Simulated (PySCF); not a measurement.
We consider rock-salt LiF, described by G0W0@PBE0 in PySCF (GTH pseudopotentials, Gaussian basis, analytic continuation).

The same calculation (at the measured cell, 8.158 Å³/atom) with different numerical settings; throughout: k mesh 2×2×2:

```json
[
 {"run": "1", "basis": "DZ", "gap over the k-points evaluated (eV)": "14.283"},
 {"run": "2", "basis": "TZ", "gap over the k-points evaluated (eV)": "14.119"},
 {"run": "3", "basis": "QZ", "gap over the k-points evaluated (eV)": "14.120"}
]
```

In the column gap over the k-points evaluated (eV) the first row differs from the last by +0.163 and the next to last by -0.001.

The last row is no converged limit: other settings stay fixed.
